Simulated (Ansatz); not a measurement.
# CH7BS: the cost of one run

All numbers below are computed with Ansatz 0.2.0 (RKS B3LYP/def2-SVPD).

## 1. Starting point

Bond lengths: C2–H3 1.110 Å, C2–H4 1.110 Å, C2–H5 1.110 Å, B1–H6 1.190 Å, B1–H7 1.190 Å, B1–S8 2.190 Å, S8–H9 1.400 Å, C2–H10 1.181 Å, S8–H10 1.412 Å. Angles: H3–C2–H4 109.4°, H3–C2–H5 109.4°, H3–C2–H10 70.0°, H4–C2–H5 109.4°, H4–C2–H10 61.1°, H5–C2–H10 168.3°, H6–B1–H7 120.0°, H6–B1–S8 105.6°, H7–B1–S8 92.7°, B1–S8–H9 109.5°, B1–S8–H10 68.2°, H9–S8–H10 161.2°, C2–H10–S8 139.1°.

Structure file:

```xyz
10

B     0.0000    0.0000    0.0000
C     0.0000    0.0000    1.9500
H    -0.9996   -0.3092    2.3205
H     0.7676   -0.7111    2.3205
H     0.2320    1.0203    2.3205
H     1.0305    0.0000   -0.5950
H    -1.0305    0.0000   -0.5950
S    -0.2805   -2.0593    0.6906
H    -0.8397   -2.8254   -0.3392
H    -0.1575   -1.1562    1.7686
```

## 2. Pulling towards end A

Springs on the bonds that form and break draw the guess towards this end; the thresholds are loose.

Input file input.yaml:

```yaml
crystal:
  periodic: [false, false, false]
  atoms:
    - { symbol: B, position_ang: [0.0, 0.0, 0.0] }
    - { symbol: C, position_ang: [0.0, 0.0, 1.95] }
    - { symbol: H, position_ang: [-0.9996, -0.3092, 2.3205] }
    - { symbol: H, position_ang: [0.7676, -0.7111, 2.3205] }
    - { symbol: H, position_ang: [0.232, 1.0203, 2.3205] }
    - { symbol: H, position_ang: [1.0305, 0.0, -0.595] }
    - { symbol: H, position_ang: [-1.0305, 0.0, -0.595] }
    - { symbol: S, position_ang: [-0.2805, -2.0593, 0.6906] }
    - { symbol: H, position_ang: [-0.8397, -2.8254, -0.3392] }
    - { symbol: H, position_ang: [-0.1575, -1.1562, 1.7686] }
basis:
  gaussian: { orbitals: def2-SVPD }
hamiltonian:
  xc: b3lyp
relax:
  f_tol: 0.15
  max_steps: 25
  restrain:
    - { distance: [0, 7], at: 3.09, k: 30.0 }
    - { distance: [9, 1], at: 2.31, k: 30.0 }
    - { distance: [0, 1], at: 1.6, k: 30.0 }
    - { distance: [9, 7], at: 1.4, k: 30.0 }
```

Command:

```bash
$ ansatz run input.yaml --threads 4 --pin off --max-ram 5120MiB --backend cpu --events-out ev --progress --plain --runs-dir out
```

**Question.** How long does this run take on 4 threads of Intel Xeon 6975P-C (Granite Rapids), shared host, and how much memory does it need?

About 7.1 s, with a peak of 0.27 GiB.
